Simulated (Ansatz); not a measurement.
## Ansatz (development build ahead of 0.2.0) run

```yaml
crystal:
  periodic: [false, false, false]
  atoms:
    - { symbol: P, position_ang: [0.0, 0.0, 0.14059] }
    - { symbol: H, position_ang: [1.29225, 0.0, -0.70296] }
    - { symbol: H, position_ang: [-0.64612, 1.11912, -0.70296] }
    - { symbol: H, position_ang: [-0.64612, -1.11912, -0.70296] }
basis:
  gaussian: { orbitals: cc-pVDZ }
hamiltonian:
  xc: hf
correlation:
  method: mp2
  frozen_orbitals: { H: 0, P: 5 }
```

The input is written out in the form of the current development build from the run's settings.

Results

```yaml
Converged: yes
Reference_energy: -342.45424 hartree
Correlation_energy: -0.13660 hartree
Total_energy: -342.59084 hartree
Spin_squared_of_the_determinant: 0.000
```
